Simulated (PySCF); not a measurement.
# BrClN2: the cost of one run

Computed with PySCF 2.14.0; each step states its level. No surroundings beyond the atoms listed, unless a continuum is named. Atoms count from 0, parts from 1.

## 1. The system as given

4 atoms, charge 0, multiplicity 1; geometry: GFN2-xTB. Parts: 1 = atoms 0–1, `ClBr`, charge 0; 2 = atoms 2–3, `N#N`, charge 0.

## 2. Relaxing the molecule at PBE0-D3(BJ)/def2-TZVPD

The job: settings as JSON, then the geometry in Å.

```
{"job": {"xc": "PBE0", "basis": "def2-TZVPD", "d3": "d3bj", "grid": 3, "kind": "geom", "shake": 0.01}, "charge": 0, "multiplicity": 1, "parts": [{"atoms": "0-1", "charge": 0, "multiplicity": 1}, {"atoms": "2-3", "charge": 0, "multiplicity": 1}]}
Br     1.112322     0.476305     0.029053
Cl    -0.993801     0.013770     0.007516
N      0.620943    -3.045342    -0.822826
N      0.150965    -3.335148     0.101915
```

Started as:

```
OMP_NUM_THREADS=1 python cluster_run.py task.json out
```

One launch serves the whole session: the jobs run in the order shown.

Q: Estimate the wall time and peak memory of this first job on 1 thread of Arm Neoverse V2, shared host.

About 68 s, with a peak of 0.65 GiB.
